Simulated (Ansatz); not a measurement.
# C3H5NO: the cost of one run

Method: the settings change from run to run; program: Ansatz 0.2.0, Gaussian basis.

## Step 1: The relaxed structure

The structure was relaxed beforehand with PBE0-D4 in a triple-zeta def2 set.

SMILES `COC1=NC1`, 10 atoms, charge 0, spin multiplicity 1.

Atoms are counted from 1 here; the program's logs count them from 0.

Bond lengths: C1–O2 1.433 Å, C1–H6 1.087 Å, C1–H7 1.091 Å, C1–H8 1.091 Å, O2–C3 1.306 Å, C3–N4 1.249 Å, C3–C5 1.422 Å, N4–C5 1.557 Å, C5–H9 1.087 Å, C5–H10 1.087 Å. Angles: O2–C1–H6 106.1°, O2–C1–H7 110.1°, O2–C1–H8 110.1°, H6–C1–H7 110.5°, H6–C1–H8 110.5°, H7–C1–H8 109.5°, C1–O2–C3 113.3°, O2–C3–N4 141.9°, O2–C3–C5 147.1°, N4–C3–C5 71.0°, C3–N4–C5 59.7°, C3–C5–N4 49.3°, C3–C5–H9 120.8°, C3–C5–H10 120.8°, N4–C5–H9 116.4°, N4–C5–H10 116.4°, H9–C5–H10 115.7°.

## Step 2: B97/cc-pVTZ-DK

Contents of in.yaml:

```yaml
crystal:
  periodic: [false, false, false]
  atoms:
    - {symbol: C, position_ang: [-1.384991, -1.047185, -0.212443]}
    - {symbol: O, position_ang: [-0.912652, 0.207974, 0.293805]}
    - {symbol: C, position_ang: [0.368472, 0.388572, 0.115193]}
    - {symbol: N, position_ang: [1.381815, -0.164034, -0.360977]}
    - {symbol: C, position_ang: [1.490454, 1.244254, 0.294444]}
    - {symbol: H, position_ang: [-2.451842, -1.072052, -0.006350]}
    - {symbol: H, position_ang: [-1.201169, -1.111804, -1.286214]}
    - {symbol: H, position_ang: [-0.878303, -1.870529, 0.293848]}
    - {symbol: H, position_ang: [2.004744, 1.294312, 1.251199]}
    - {symbol: H, position_ang: [1.666573, 2.079293, -0.379404]}
basis:
  gaussian: {orbitals: cc-pVTZ-DK}
hamiltonian: {xc: {name: B97}}
```

Command:

```console
$ ansatz run in.yaml --threads 2 --pin off --events-out ev --progress --plain --max-ram 4352MiB
```

**Question.** How long does this run take on 2 threads of Arm Neoverse V1, shared host, and how much memory does it need?

About 6.5 s, with a peak of 0.39 GiB.
